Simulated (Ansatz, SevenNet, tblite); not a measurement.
## Ladder of methods for the elastic constant C11 of zinc-blende BP

Reference value: 315 GPa (measured, temperature not stated, not corrected to a static lattice, our sources range from 315 to 354; as tabulated in Råsander and Moram (2015), arXiv:1505.02379).

```json
[
 {"level (code)": "GFN1-xTB (tblite)", "value (GPa)": "305", "cell (Å³/atom)": "11.96"},
 {"level (code)": "SevenNet-l3i5", "value (GPa)": "190", "cell (Å³/atom)": "11.74"},
 {"level (code)": "LDA (Ansatz)", "value (GPa)": "359", "cell (Å³/atom)": "11.32"},
 {"level (code)": "BLYP (Ansatz)", "value (GPa)": "328", "cell (Å³/atom)": "12.13"},
 {"level (code)": "PBE (Ansatz)", "value (GPa)": "…", "cell (Å³/atom)": "11.76"},
 {"level (code)": "revPBE (Ansatz)", "value (GPa)": "332", "cell (Å³/atom)": "11.92"},
 {"level (code)": "RPBE (Ansatz)", "value (GPa)": "330", "cell (Å³/atom)": "11.97"},
 {"level (code)": "PBE-D3(BJ) (Ansatz)", "value (GPa)": "…", "cell (Å³/atom)": "11.45"},
 {"level (code)": "r²SCAN (Ansatz)", "value (GPa)": "361", "cell (Å³/atom)": "11.67"},
 {"level (code)": "r²SCAN+rVV10 (Ansatz)", "value (GPa)": "363", "cell (Å³/atom)": "11.63"},
 {"level (code)": "HSE06 (Ansatz)", "value (GPa)": "367", "cell (Å³/atom)": "11.57"},
 {"level (code)": "PBE0 (Ansatz)", "value (GPa)": "368", "cell (Å³/atom)": "11.57"}
]
```

Problem. Complete the blanks.

Solution. 
- PBE (Ansatz, a quantum-chemistry and plane-wave program), value (GPa): 340
- PBE-D3(BJ) (Ansatz), value (GPa): 352

Differences against the reference: GFN1-xTB -3.2 %, SevenNet-l3i5 -40 %, LDA +14.0 %, BLYP +4.1 %, PBE +7.9 %, revPBE +5.4 %, RPBE +4.8 %, PBE-D3(BJ) +11.7 %, r²SCAN +14.6 %, r²SCAN+rVV10 +15.2 %, HSE06 +16.5 %, PBE0 +16.8 %.

The levels aren't ranked against this reference (sources at odds).

The measured value isn't corrected to a static lattice, so vibrations enter the comparison. A static lattice is as a rule stiffer than a warm one, by over a tenth in soft solids.  GFN1-xTB: the method was fitted mainly to molecules. GFN1-xTB: the run uses a supercell at the zone centre in place of a k mesh. PBE-D3(BJ): the dispersion coefficients are held fixed in the derivatives. Each level is taken at its own relaxed cell. Cutoffs and k meshes differ between the levels. Ansatz's density-functional and Hartree–Fock values are scalar-relativistic unless marked +SOC, with PAW data made under PBE.

Machine-learned potentials (SevenNet-l3i5) are trained on DFT data: a solid inside that data is no test of them.

Differences are worked out from the printed values.
